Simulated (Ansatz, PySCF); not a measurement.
System (SMILES): C=CF.
Geometry (B3LYP-D3(BJ)/def2-TZVP, fixed):
```
C
C 1 1.3174
F 1 1.3475 2 122.16
H 2 1.0798 1 119.40 3 180.00
H 2 1.0810 4 119.01 1 180.00
H 1 1.0823 2 126.09 4 0.00
```

Near-linear dependence at PBE0/aug-cc-pVTZ with PySCF (spherical functions, density fitting): canonical orthogonalisation drops combinations whose overlap eigenvalue lies under the threshold. The set has 207 functions.

```tsv
threshold	orbitals kept	energy minus last row (mEh)	SCF cycles
1e-3	197	17.316	9
1e-4	203	0.074	9
1e-5	207	0.000	9
1e-6	207	0.000	9
1e-7	207	0.000	9
1e-9	207	0.000	9
```

The smallest overlap eigenvalue is 1.6e-05. Ansatz (a program for electronic structure) at its default drops 0 functions.
